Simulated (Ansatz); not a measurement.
**C₂H₄F₂: small, medium and large basis sets**

One table from this session's results is given with a row withheld; the runs are named, their logs left out.

The runs use Ansatz 0.2.0, Gaussian basis; one geometry, several basis sets.

Levels to be run: PBE0-D4/def2-SVP; ωB97M-V/def2-SVP; PBE0-D4/def2-QZVPP; ωB97M-V/def2-QZVPP; the functionals' def2-TZVPP values are taken from earlier runs.

## Structure used throughout

An earlier PBE0-D4 in a triple-zeta def2 set relaxation fixed the geometry.

8 atoms, charge 0, spin multiplicity 1.

Atoms are counted from 1 here; the program's logs count them from 0.

Bond lengths: C1–C2 1.497 Å, C1–H5 1.091 Å, C1–H6 1.091 Å, C1–H7 1.091 Å, C2–F3 1.361 Å, C2–F4 1.361 Å, C2–H8 1.095 Å. Angles: C2–C1–H5 109.4°, C2–C1–H6 109.9°, C2–C1–H7 109.9°, H5–C1–H6 109.3°, H5–C1–H7 109.3°, H6–C1–H7 109.1°, C1–C2–F3 110.3°, C1–C2–F4 110.3°, C1–C2–H8 114.0°, F3–C2–F4 107.0°, F3–C2–H8 107.5°, F4–C2–H8 107.5°.

Geometry (Å):

```tsv
atom	x (Å)	y (Å)	z (Å)
C1	0.00332	0.77763	0.02335
C2	-0.05202	-0.71820	-0.00824
F3	0.92547	-1.24345	0.77912
F4	0.16824	-1.17211	-1.27187
H5	0.98140	1.11191	-0.32544
H6	-0.15718	1.13281	1.04184
H7	-0.77101	1.19063	-0.62402
H8	-1.00613	-1.13642	0.32948
```

The first run:

in.yaml

```yaml
crystal:
  periodic: [false, false, false]
  atoms:
    - {symbol: C, position_ang: [0.003323, 0.777632, 0.023346]}
    - {symbol: C, position_ang: [-0.052017, -0.718202, -0.008238]}
    - {symbol: F, position_ang: [0.925473, -1.243449, 0.779120]}
    - {symbol: F, position_ang: [0.168244, -1.172106, -1.271873]}
    - {symbol: H, position_ang: [0.981400, 1.111911, -0.325444]}
    - {symbol: H, position_ang: [-0.157185, 1.132809, 1.041837]}
    - {symbol: H, position_ang: [-0.771006, 1.190629, -0.624024]}
    - {symbol: H, position_ang: [-1.006132, -1.136422, 0.329475]}
basis:
  gaussian: {orbitals: def2-SVP}
hamiltonian: {xc: pbe0, dispersion: d4}
output: {orbitals: {seedname: orbitals}}
```

Among the steps run: PBE0-D4 in def2-SVP; ωB97M-V in def2-SVP; PBE0-D4 in def2-QZVPP; ωB97M-V in def2-QZVPP.

One of the session's tables, all rows but one given; the rest of the session is left out.

It belongs to the step «Density functionals: the series». 

| functional | basis | HOMO (eV) | LUMO (eV) |
| --- | --- | --- | --- |
| PBE0-D4 | def2-SVP | -9.48 | 2.13 |
| PBE0-D4 | def2-TZVPP | -9.65 | 1.50 |
| PBE0-D4 | def2-QZVPP | -9.69 | 0.89 |
| ωB97M-V | def2-SVP | ? | ? |
| ωB97M-V | def2-TZVPP | -12.08 | 2.91 |
| ωB97M-V | def2-QZVPP | -12.13 | 2.00 |

Q: Estimate the row for ωB97M-V, def2-SVP from the others.

As computed: HOMO (eV): -11.89; LUMO (eV): 3.77. In the column «HOMO (eV)» it lies between ωB97M-V, def2-TZVPP (-12.08) and PBE0-D4, def2-QZVPP (-9.69).
